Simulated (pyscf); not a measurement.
Structures and frequencies: ωB97X-D3(BJ)/def2-SVP in PySCF.

Question: PBE/def2-TZVP puts the barrier of `[F][Be][F]` + `[Cl][Si]([Cl])([Cl])[Cl]` → `[F][Be][Cl]` + `[F][Si]([Cl])([Cl])[Cl]` (four-centre exchange; singlet surface; Be–F, Cl–Si broken, Be–Cl, F–Si formed) at 7.0 kcal/mol and the reaction energy at -4.7 kcal/mol, from the separated reactants. What do r²SCAN/def2-TZVP, PBE0-D3(BJ)/def2-TZVP, ωB97M-D3(BJ)/def2-TZVP give on the same structures?

Answer: r²SCAN: ΔE‡ = 4.9 kcal/mol, ΔE = -6.6 kcal/mol; PBE0-D3(BJ): ΔE‡ = 5.3 kcal/mol, ΔE = -4.6 kcal/mol; ωB97M-D3(BJ): ΔE‡ = 6.4 kcal/mol, ΔE = -5.7 kcal/mol. PBE's barrier lies over all of them, by 0.6 to 2.1 kcal/mol. Its reaction energy matches one of them and lies within 1.9 kcal/mol of the others. On the reactant side the descent ends in an adduct with a Be–Cl contact, 5.6 kcal/mol under the separated species and 10.3 kcal/mol under the saddle at ωB97X-D3(BJ)/def2-TZVP. On the product side the descent ends in an adduct with a Be–F contact, 6.3 kcal/mol under the separated species and 15.1 kcal/mol under the saddle at ωB97X-D3(BJ)/def2-TZVP. What is counted as formed (Be–Cl) is already present as a longer contact in the reactant adduct; forming that adduct is a step of its own. What is counted as broken (Be–F) persists as a longer contact in the product adduct; parting that adduct is a step of its own. One saddle was located; it need not be the lowest between these sides.
